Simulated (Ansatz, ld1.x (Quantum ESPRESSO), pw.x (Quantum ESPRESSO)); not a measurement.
# cerium (Ce) (fcc): variants of one RRKJ potential in the solid

Ce, norm-conserving RRKJ (Kleinman–Bylander form), made with ld1.x (Quantum ESPRESSO) 7.5 (PBEsol, scalar-relativistic). Core [Xe], reference 4f1 5d1 6s2 6p0. Waves: 6p (bound, empty): rc 4.20 bohr; 5d (bound): rc 3.60 bohr; 4f (bound): rc 1.55 bohr; 6s (bound): rc 3.95 bohr. Local part: the s channel. Core correction: Bessel-smoothed model core inside 1.05 bohr.

Crystal test: fcc Ce in pw.x 7.5, no spin, 12³ k-points, Fermi–Dirac smearing 0.01 Ry, cutoffs set for each file from its atomic test. The reference is all-electron LAPW (Ansatz 0.2.0) with the same functional, mesh and smearing; V0 and B0 come from Birch–Murnaghan fits to the pressures at five volumes. Errors are pseudo minus all-electron; Δ is the rms difference of the E(V) curves that follow from these fits, minima aligned, over ±6 % about the mean V0. Mesh and smearing are coarse, so the numbers serve the comparison and aren't converged zero-temperature values; the lattice is a test structure that the element need not adopt. Spin polarisation and strong correlation are left out, which matters for this element.

All-electron: a0 = 4.605 Å (V0 = 24.42 Å³/atom), B0 = 43.6 GPa.

Base: The largest radius (4.20 bohr) exceeds half the bond length (3.08 bohr), so the spheres overlap, which is one possible source of error among others. This is a poor potential for the solid.

2 further variants are left out: they gave no file fit for a test, a broken result, the same result as the base, or pressures whose basis-set error rivals the error shown.

A dash in a converged row means that the minimum lies outside the volumes sampled.

```csv
change,cutoffs (Ry),pw.x,mean pressure error (GPa)
base,135/540,converged,+5.48
reference 4f1 5d1 6s1 6p1,135/540,converged,+7.33
wave 5d (bound): rc 3.60 bohr becomes 5d (bound): rc 4.36 bohr,135/540,converged,+1.04
```

Problem. Give the row for: core correction Bessel-smoothed model core inside 0.86 bohr.

Solution. pw.x: converged; mean pressure error (GPa): +5.47.
